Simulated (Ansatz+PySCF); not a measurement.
singlet CH₂: levels of theory in one basis

```xyz
3

C     0.0000    0.0000   -0.1940
H     0.0000    0.9308    0.5820
H     0.0000   -0.9308    0.5820
```

Basis set: def2-SVP (spherical functions). Correlated methods keep 1 orbital frozen. Charge 0, multiplicity 1.

Computed with Ansatz (development build ahead of 0.2.0); each method stands on the lowest determinant of its kind that the runs found. NEVPT2 correlates all electrons. Active spaces start from the frontier orbitals, and the lowest solution found is given.

```
                            method  E − E(RHF) (eV)  <S²> of the determinant
                               RHF             0.00                     0.00
                               UHF            -0.47                     0.70
                           RHF-MP2            -3.05                        –
                           UHF-MP2            -3.21                     0.70
                          RHF-CCSD            -3.82                        –
                          UHF-CCSD            -3.85                     0.70
                       RHF-CCSD(T)            -3.91                        –
                       UHF-CCSD(T)            -3.92                     0.70
full CI (lowest root of this spin)            -3.93                        –
                    SC-NEVPT2(6,6)            -3.47                        –
```

Task: What does CASSCF(6,6) give on the same scale?

Result: -1.80 eV.

Task: Is a single determinant a sound starting point here?

Result: It is doubtful. Unrestricted orbitals lower Hartree–Fock by 0.47 eV and <S²> is 0.70 where a pure state has 0.00, a sign of strong static correlation. The CASSCF(6,6) natural occupations are 1.98, 1.97, 1.91, 0.08, 0.03, 0.03.

Caution: another spin multiplicity may lie lower. Caution for RHF, RHF-MP2, RHF-CCSD, RHF-CCSD(T): an unrestricted determinant lies well below. Caution for UHF, UHF-MP2, UHF-CCSD, UHF-CCSD(T): the unrestricted determinant is spin contaminated; the determinant breaks the point group.
